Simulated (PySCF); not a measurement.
**How the method moves the HOMO and LUMO of butyric acid**

Butyric acid, C₄H₈O₂.
Cartesian coordinates in Å at the PBE0-D3(BJ)/def2-SVP level; atoms count from 1:
```xyz
14
C4H8O2 angstrom
C     -1.9662   -0.3137    0.6149
C     -0.6585    0.4390    0.4390
C      0.3806   -0.3590   -0.3270
C      1.7030    0.3455   -0.4535
O      1.9956    1.3891    0.0681
O      2.5596   -0.3365   -1.2287
H     -2.7054    0.2905    1.1615
H     -2.4108   -0.5826   -0.3570
H     -1.8199   -1.2494    1.1788
H     -0.8338    1.3931   -0.0844
H     -0.2386    0.7184    1.4184
H      0.0365   -0.6134   -1.3441
H      0.5760   -1.3326    0.1571
H      3.3820    0.1767   -1.2431
```

Basis pcSseg-1 throughout (PySCF), one geometry. Isolated species at its PBE0-D3(BJ)/def2-SVP geometry (one conformer only).

Question: How do the orbital energies, the gap and the dipole change with the method?

Answer: 
| method | kind | HOMO (eV) | LUMO (eV) | gap (eV) | μ (D) | SCF cycles |
| --- | --- | --- | --- | --- | --- | --- |
| BLYP | GGA | -6.28 | -0.68 | 5.60 | 1.45 | 15 |
| OPBE | GGA | -6.30 | -0.66 | 5.64 | 1.46 | 16 |
| PBE | GGA | -6.38 | -0.79 | 5.60 | 1.46 | 15 |
| B97-D | GGA | -6.43 | -0.72 | 5.70 | 1.48 | 15 |
| BP86 | GGA | -6.52 | -0.89 | 5.63 | 1.47 | 15 |
| KT3 | GGA | -6.52 | -0.72 | 5.80 | 1.45 | 15 |
| KT2 | GGA | -6.57 | -0.73 | 5.84 | 1.47 | 16 |
| LDA | LDA | -6.61 | -1.05 | 5.56 | 1.49 | 15 |
| B3LYP | global hybrid | -7.82 | 0.06 | 7.88 | 1.52 | 14 |
| PBE0 | global hybrid | -8.09 | 0.35 | 8.44 | 1.53 | 14 |
| mPW1PW91 | global hybrid | -8.14 | 0.31 | 8.45 | 1.54 | 14 |
| HF | Hartree–Fock | -12.33 | 4.14 | 16.48 | 1.75 | 11 |

The HOMO spans 6.05 eV, from BLYP down to HF, and the gap runs from 5.56 eV (LDA) to 16.48 eV (HF). Over the methods BLYP (0 %), OPBE (0 %), PBE (0 %), B97-D (0 %), BP86 (0 %), KT3 (0 %), KT2 (0 %), LDA (0 %), B3LYP (20 %), PBE0 (25 %), mPW1PW91 (25 %), HF (100 %), a straight line through the gap against the share of exact exchange rises by 1.08 eV for each 10 % (correlation coefficient 1.000). The dipole ranges from 1.45 D (BLYP) to 1.75 D (HF). This basis has no diffuse functions.

The vertical ΔSCF ionisation energy at CAM-B3LYP/def2-SVPD is 10.73 eV; −ε(HOMO) comes closest to it with HF (12.33 eV).
